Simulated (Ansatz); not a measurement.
# Ladder of methods for the bulk modulus of body-centred tetragonal In

Reference value: 44.7 GPa (measured, copied from a table, unchecked, extrapolated to 0 K and zero-point effects removed; as tabulated in Lejaeghere et al. (2013), arXiv:1204.2733).

```json
[
 {"level (code)": "LDA (Ansatz)", "value (GPa)": "49.8", "cell (Å³/atom)": "24.60", "error (%)": "+11.4"},
 {"level (code)": "PBE (Ansatz)", "value (GPa)": "35.5", "cell (Å³/atom)": "27.47", "error (%)": "-21"},
 {"level (code)": "PBE+SOC (Ansatz)", "value (GPa)": "35.7", "cell (Å³/atom)": "27.42", "error (%)": "-20"},
 {"level (code)": "PBEsol (Ansatz)", "value (GPa)": "44.9", "cell (Å³/atom)": "25.55", "error (%)": "+0.4"},
 {"level (code)": "PBEsol+SOC (Ansatz)", "value (GPa)": "45.1", "cell (Å³/atom)": "25.51", "error (%)": "+0.9"},
 {"level (code)": "revPBE (Ansatz)", "value (GPa)": "31.5", "cell (Å³/atom)": "28.39", "error (%)": "-30"},
 {"level (code)": "PBE-D3(BJ) (Ansatz)", "value (GPa)": "41.7", "cell (Å³/atom)": "26.06", "error (%)": "-6.7"},
 {"level (code)": "PBE-D4 (Ansatz)", "value (GPa)": "41.9", "cell (Å³/atom)": "26.07", "error (%)": "-6.3"},
 {"level (code)": "PBEsol-D3(BJ) (Ansatz)", "value (GPa)": "52.8", "cell (Å³/atom)": "24.27", "error (%)": "+18.1"},
 {"level (code)": "rVV10 (Ansatz)", "value (GPa)": "33.6", "cell (Å³/atom)": "28.11", "error (%)": "-25"},
 {"level (code)": "r²SCAN+SOC (Ansatz)", "value (GPa)": "42.4", "cell (Å³/atom)": "26.23", "error (%)": "-5.1"},
 {"level (code)": "r²SCAN+rVV10 (Ansatz)", "value (GPa)": "46.0", "cell (Å³/atom)": "25.67", "error (%)": "+2.9"}
]
```

Nearest, and too close to rank with a margin of 5.0 % (twice that across the reference) picked here for doubts on the reference and the settings: PBEsol (+0.4 %), PBEsol+SOC (+0.9 %), r²SCAN+rVV10 (+2.9 %), r²SCAN+SOC (-5.1 %), PBE-D4 (-6.3 %), PBE-D3(BJ) (-6.7 %). Farthest off: revPBE (-30 %). Within 10 %: PBEsol, PBEsol+SOC, PBE-D3(BJ), PBE-D4, r²SCAN+SOC, r²SCAN+rVV10.

Each level is taken at its own relaxed cell. Cutoffs differ between the levels. Ansatz's density-functional and Hartree–Fock values are scalar-relativistic unless marked +SOC, with PAW data made under PBE.

Differences are worked out from the printed values.

Ansatz is a program for electronic structure.
